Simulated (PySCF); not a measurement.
Indirect couplings

Bonds (- single, = double, # triple, : aromatic): C1=C2 1.328 Å, C2-N3 1.382 Å, N3=C4 1.199 Å, C4=O5 1.164 Å. C1 carries H6, H7; C2 carries H8. H7 is cis to N3; H6 is trans to N3.

Indirect spin–spin couplings were computed at B3LYP/pcJ-2 (PySCF 2.14) on a PBE0-D3(BJ)/def2-TZVP structure, for the isolated molecule, without vibrational or relativistic corrections. Couplings are averaged over pairs made equivalent by symmetry, fast rotation or ring inversion, so a value needn't be that of the named pair in this geometry, while other rotamers aren't included; one pair stands for each set, and the list holds those of at least 1.5 Hz over up to four bonds.

Isotopes: 13C, 1H, 15N, 17O. Couplings to quadrupolar nuclei such as 17O and 33S are rarely resolved in practice.

```csv
pair,bonds,J (Hz)
"C1, C2",1,82.0
"C1, H6",1,?
"C1, H7",1,?
"C2, N3",1,?
"C2, H8",1,189.3
"N3, C4",1,-54.7
"C4, O5",1,17.6
"C1, N3",2,3.3
"C1, H8",2,7.3
"C2, C4",2,6.7
"C2, H6",2,5.8
"C2, H7",2,-4.9
"N3, O5",2,2.8
"N3, H8",2,-13.1
"N3, H6",3,?
"N3, H7",3,-4.5
"C4, H8",3,?
"H6, H8",3,9.6
"H7, H8",3,?
```

Question: Estimate the withheld couplings, with signs.

Answer: 
- 1J(C1,H6) = 172.0 Hz (bond length 1.081 Å, sp2 carbon)
- 1J(C1,H7) = 166.4 Hz (bond length 1.083 Å, sp2 carbon)
- 1J(C2,N3) = -18.6 Hz (bond length 1.382 Å)
- 3J(N3,H6) = -7.2 Hz (dihedral angle 180°)
- 3J(C4,H8) = 14.3 Hz (dihedral angle 180°)
- 3J(H7,H8) = 16.8 Hz (dihedral angle 180°)
